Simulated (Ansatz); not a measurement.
# Other spins and charges of OF⁺, singlet at one geometry

Geometry (PBE0/def2-TZVP stationary point for this spin):

```yaml
atoms:
  - { symbol: O, position_ang: [0.0000, 0.0000, 0.0000] }
  - { symbol: F, position_ang: [0.0000, 0.0000, 1.2083] }
```

Basis 6-31G; Ansatz 0.2.0. Only valence electrons are correlated (noble-gas cores frozen). R marks a restricted (for open shells ROHF) determinant. Active spaces: valence = (12e, 8o) chosen from the atoms' valence shells.

Gaps are energies of the second state less the first, at fixed atoms, for a selection of the levels run; each method lands on the state that its own search finds for that charge and spin.

The determinant of the OF⁺ singlet fills πx and πy unequally, so it is a mixture of Σ and Δ, which weighs on every level built on one determinant.

Triplet less singlet: -1.609 eV at full CI (singlet A2, triplet A2, in C2v).

By full CI's occupations no single determinant describes the singlet well.

```csv
level,gap (eV),error (meV)
RHF,-2.877,-1268
RMP2,-1.823,-214
CISD,-2.166,-557
RCCSD,-2.056,-447
RCCSD(T),-1.839,-230
BCCD(T),-1.864,-255
RCCSDT*,-1.705,-96
CISDTQ,-1.736,-127
RCCSDT(Q)*,-1.589,20
RCCSDTQ*,-1.624,-15
CASSCF (valence space),-1.458,151
NEVPT2 (valence space),-1.561,48
NEVPT4(SD) (valence space),-1.595,14
MRCISD (valence space),-1.586,23
MRCISD+Q (valence space),-1.599,10
```

An asterisk marks runs whose energy the program itself flagged as in doubt.

Full CI is exact within this basis and frozen core; it isn't the basis-set limit.
